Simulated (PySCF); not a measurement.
Broadened absorption spectrum of [C4H7O]+

C4H7O (charge +1).
SMILES with atom numbers: `[CH3:1][CH2:2][CH2:3][C:4]#[O+:5]` (hydrogens: H6, H7, H8 on C1; H9, H10 on C2; H11, H12 on C3)

Geometry (PBE0-D3(BJ)/def2-SVP, Å), atoms numbered from 1 in this order:
```xyz
12
C4H7O angstrom
C     -1.1315   -0.4127   -0.0464
C      0.3543   -0.6459    0.1599
C      1.1324    0.6721   -0.1356
C      2.5348    0.5284    0.0376
O      3.6325    0.3734    0.1853
H     -1.6713   -1.3469    0.1634
H     -1.5229    0.3594    0.6324
H     -1.3601   -0.1198   -1.0818
H      0.7290   -1.4336   -0.5108
H      0.5673   -0.9560    1.1939
H      0.8261    1.5004    0.5350
H      0.9884    1.0203   -1.1785
```

Theory: PySCF 2.14.0, density-fitted response routines, TDDFT PBE0/def2-SVPD, vertical, gas phase, core orbitals frozen in the response.

Broadening: Gaussians 0.5 eV wide at half height, area fixed by f = 4.319×10⁻⁹ ∫ε dν̃. The width is an assumption, not a result. The curve ends short of the highest state used, and states not computed would add to its high-energy end.

(E (eV), ε (L mol⁻¹ cm⁻¹)): (4.96, 0), (5.02, 0), (5.07, 0), (5.13, 0), (5.19, 1), (5.24, 2), (5.30, 4), (5.36, 8), (5.41, 14), (5.47, 27), (5.53, 50), (5.58, 81), (5.64, 142), (5.69, 218), (5.75, 350), (5.81, 534), (5.86, 728), (5.92, 998), (5.98, 1282), (6.03, 1500), (6.09, 1698), (6.15, 1796), (6.20, 1795), (6.26, 1716), (6.32, 1616), (6.37, 1580), (6.43, 1678), (6.49, 1999), (6.54, 2459), (6.60, 3208), (6.66, 4070), (6.71, 4754), (6.77, 5378), (6.83, 5643), (6.88, 5534), (6.94, 5029), (7.00, 4221), (7.05, 3433), (7.11, 2490), (7.17, 1669), (7.22, 1127), (7.28, 659), (7.34, 367), (7.39, 230), (7.45, 160), (7.51, 166), (7.56, 218), (7.62, 329), (7.68, 486), (7.73, 641), (7.79, 838), (7.84, 989), (7.90, 1127), (7.96, 1200), (8.01, 1209), (8.07, 1180)

(1) Locate the maxima and give the states behind the curve.

(2) On this curve, what absorbance would a 10⁻³ mol/L sample give at 222 nm over a 1 cm path?

(3) Coming from long wavelengths, where does ε first pass 100 L mol⁻¹ cm⁻¹?

(4) Does any computed singlet lie in the visible range?

## Answers

(1) 201 nm (6.17 eV), ε about 1800, made up of S4 (95%); 181 nm (6.84 eV), ε about 5600, made up of S6 (100%); 155 nm (7.99 eV), ε about 1200, made up of S8 (94%) (ε in L mol⁻¹ cm⁻¹; maxima over ε = 5, shares over 10%). The states used: S1 5.71 eV (f 0.0001); S2 5.90 eV (f 0.0021); S3 6.14 eV (f 0.0000); S4 6.17 eV (f 0.032); S5 6.82 eV (f 0.0002); S6 6.84 eV (f 0.104); S7 7.62 eV (f 0.0002); S8 7.96 eV (f 0.021); S9 8.30 eV (f 0.0013); S10 8.67 eV (f 0.125).

(2) 222 nm is 5.585 eV, where ε is about 85 L mol⁻¹ cm⁻¹, so A = ε c l ≈ 0.085 (Beer–Lambert, with the gas-phase spectrum and the assumed width).

(3) At about 221 nm (5.60 eV), 0.11 eV below S1.

(4) No computed singlet lies in the visible range (380 to 750 nm); the lowest, at 217 nm, stands 2.45 eV above its violet end (3.26 eV).

The vertical ionisation energy (ΔSCF) is 17.12 eV, 8.45 eV above S10.

One conformer stands for the species.
